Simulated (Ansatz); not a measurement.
# AlFH₂N radical (SMILES [NH2][Al][F]): one structure at several levels

How do the functionals fare away from a minimum? The structure is a structure displaced at random from a GFN2-xTB minimum.

Computed with Ansatz 0.2.0, Gaussian basis. Level: single points in def2-TZVPP.

Cores are frozen in the correlated methods. Orbitals are unrestricted.

**1. The system as given**

SMILES `[NH2][Al][F]`, 5 atoms, charge 0, spin multiplicity 2.

Atoms are counted from 1 here; the program's logs count them from 0.

Bond lengths: N1–Al2 1.835 Å, N1–H4 1.038 Å, N1–H5 0.909 Å, Al2–F3 1.672 Å. Angles: Al2–N1–H4 113.9°, Al2–N1–H5 134.4°, H4–N1–H5 103.0°, N1–Al2–F3 137.5°.

As a file:

```
N    -0.26070    0.50650   -0.44670
Al    0.53600   -0.55980    0.81590
F     1.45600   -1.95510    0.84710
H    -0.51190    1.45210   -0.10150
H    -0.86530    0.36330   -1.11040
```

**2. CCSD(T)/def2-TZVPP**

The input, run/in.yaml:

```yaml
crystal:
  periodic: [false, false, false]
  atoms:
    - {symbol: N, position_ang: [-0.260700, 0.506500, -0.446700]}
    - {symbol: Al, position_ang: [0.536000, -0.559800, 0.815900]}
    - {symbol: F, position_ang: [1.456000, -1.955100, 0.847100]}
    - {symbol: H, position_ang: [-0.511900, 1.452100, -0.101500]}
    - {symbol: H, position_ang: [-0.865300, 0.363300, -1.110400]}
basis:
  gaussian: {orbitals: def2-TZVPP}
magnetization: {spin_polarized: true, initial_magnetization: 1}
correlation: {method: ccsd_t}
scf: {omitted_lower_state_checks: [cluster_reference]}
output: {forces: true}
```

The command line of these runs was not kept.

**3. PBE0-D4/def2-TZVPP**

Changes to run/in.yaml since step 2:

```diff
@@ -11,4 +11,3 @@
 magnetization: {spin_polarized: true, initial_magnetization: 1}
-correlation: {method: ccsd_t}
-scf: {omitted_lower_state_checks: [cluster_reference]}
-output: {forces: true}
+hamiltonian: {xc: pbe0, dispersion: d4}
+output: {forces: true, orbitals: {seedname: orbitals}}
```

**4. wB97M-V/def2-TZVPP**

Changes to run/in.yaml since step 3:

```diff
@@ -11,3 +11,3 @@
 magnetization: {spin_polarized: true, initial_magnetization: 1}
-hamiltonian: {xc: pbe0, dispersion: d4}
-output: {forces: true, orbitals: {seedname: orbitals}}
+hamiltonian: {xc: {name: wB97M-V}}
+output: {forces: true}
```

**5. r2SCAN-D4/def2-TZVPP**

Changes to run/in.yaml since step 4:

```diff
@@ -11,3 +11,3 @@
 magnetization: {spin_polarized: true, initial_magnetization: 1}
-hamiltonian: {xc: {name: wB97M-V}}
+hamiltonian: {xc: r2scan, dispersion: d4}
 output: {forces: true}
```

**6. PBE-D4/def2-TZVPP**

Changes to run/in.yaml since step 5:

```diff
@@ -11,3 +11,3 @@
 magnetization: {spin_polarized: true, initial_magnetization: 1}
-hamiltonian: {xc: r2scan, dispersion: d4}
+hamiltonian: {xc: pbe, dispersion: d4}
 output: {forces: true}
```

**7. B97M-V/def2-TZVPP**

Changes to run/in.yaml since step 6:

```diff
@@ -11,3 +11,3 @@
 magnetization: {spin_polarized: true, initial_magnetization: 1}
-hamiltonian: {xc: pbe, dispersion: d4}
+hamiltonian: {xc: {name: B97M-V}}
 output: {forces: true}
```

**8. SPW92/def2-TZVPP**

Changes to run/in.yaml since step 7:

```diff
@@ -11,3 +11,3 @@
 magnetization: {spin_polarized: true, initial_magnetization: 1}
-hamiltonian: {xc: {name: B97M-V}}
+hamiltonian: {xc: lda}
 output: {forces: true}
```

(Steps that only read results are left out.)

Before running it: what results should come out? Wanted: energy less free atoms, CCSD(T)/def2-TZVPP; RMS force component; RMS force error; HOMO and LUMO, PBE0-D4; T1 diagnostic.

As calculated:

| quantity | value |
| --- | --- |
| energy less free atoms, CCSD(T)/def2-TZVPP | -16.295 eV |
| RMS force component | 2.397 to 2.626 eV/Å over the methods |
| RMS force error | PBE0-D4 0.055, wB97M-V 0.071, r2SCAN-D4 0.036, PBE-D4 0.205, B97M-V 0.127, SPW92 0.260 eV/Å |
| HOMO and LUMO, PBE0-D4 | -5.76 and -2.30 eV |
| T1 diagnostic | 0.016 |

Against CCSD(T) the functionals' energies less atoms differ by -3.123 to -0.395 eV, PBE-D4 by -0.958 eV. CCSD(T) in triple zeta still lacks some correlation energy of the bonds, so part of these gaps is its own basis error and they don't rank the functionals. The forces of r2SCAN-D4 come nearest to CCSD(T), those of SPW92 are farthest. Frozen-core CCSD(T) forces in triple zeta carry basis errors of their own, and this is one geometry, so small gaps rank nothing.
